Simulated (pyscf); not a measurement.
**Multi-bond step: H₂As–InH₂ + SiH₄ → H₂As–In [singlet] + H₂ + SiH₄**

Gas phase, singlet surface, charge 0. Bonds broken: In2–H5, In2–H6, Si7–H8. Bonds formed: H5–H8, H6–Si7. Optimised with ωB97X-D3(BJ)/def2-SVP in PySCF.

Transition state (Å):

```xyz
11

As    -3.1886    -2.0110     0.7559
In    -2.3382     0.2534    -0.2158
H     -1.7546    -2.3092     1.1756
H     -2.9901    -2.6445    -0.6150
H     -1.6062     1.5337    -1.4697
H     -1.0846     1.5061     0.6537
Si     0.4661     1.6146    -0.1151
H     -0.7420     2.0946    -1.2323
H      1.5322     2.3364    -0.9062
H      0.3983     0.1751    -0.5805
H      1.0847     1.6261     1.2559
```

One imaginary mode, 1331i cm⁻¹; descent along it reached the two sides named, in the forms told below.

| bond | change | reactant side (Å) | saddle | product side |
|---|---|---|---|---|
| In2–H5 | breaks | 1.728 | 1.936 | 3.5 |
| In2–H6 | breaks | 1.733 | 1.974 | 2.9 |
| Si7–H8 | breaks | 1.488 | 1.714 | 3.3 |
| H5–H8 | forms | 4.4 | 1.057 | 0.761 |
| H6–Si7 | forms | 3.2 | 1.734 | 1.494 |

Electronic energies relative to the separated reactants (eV):

```csv
level,barrier,reaction energy,reverse barrier
ωB97X-D3(BJ)/def2-TZVP,2.03,+0.02,2.00
PBE/def2-TZVP,1.34,-0.18,1.52
r²SCAN/def2-TZVP,1.55,-0.02,1.58
B3LYP-D3(BJ)/def2-TZVP,1.71,-0.27,1.98
PBE0-D3(BJ)/def2-TZVP,1.61,-0.03,1.64
M06-2X/def2-TZVP,1.88,-0.18,2.06
ωB97M-D3(BJ)/def2-TZVP,2.08,-0.02,2.10
HF/def2-TZVP,3.24,-0.01,3.24
```

With ωB97M-D3(BJ)/def2-TZVP energies and thermal terms (ideal gas, 1 atm, RRHO with modes under 100 cm⁻¹ raised to 100, one conformer, R ln 2 for chiral ones without a mode under 150 cm⁻¹), in eV:

| T (K) | ΔH‡ | ΔG‡ | ΔH | ΔG |
|---|---|---|---|---|
| 298 | 2.06 | 2.48 | -0.04 | -0.39 |
| 600 | 2.06 | 2.92 | -0.04 | -0.75 |
| 900 | 2.09 | 3.34 | -0.06 | -1.10 |
| 1200 | 2.13 | 3.75 | -0.10 | -1.43 |

On the reactant side the descent ends in a complex (not fully relaxed), 0.24 eV under the separated species and 2.26 eV under the saddle at ωB97X-D3(BJ)/def2-TZVP. On the product side the descent ends in a complex (not fully relaxed), 0.32 eV under the separated species and 2.32 eV under the saddle at ωB97X-D3(BJ)/def2-TZVP. One saddle was located; it need not be the lowest between these sides. Elements up to Kr have no core potential and no relativistic terms here. Elements past Kr carry the def2 core potentials, without spin-orbit coupling.
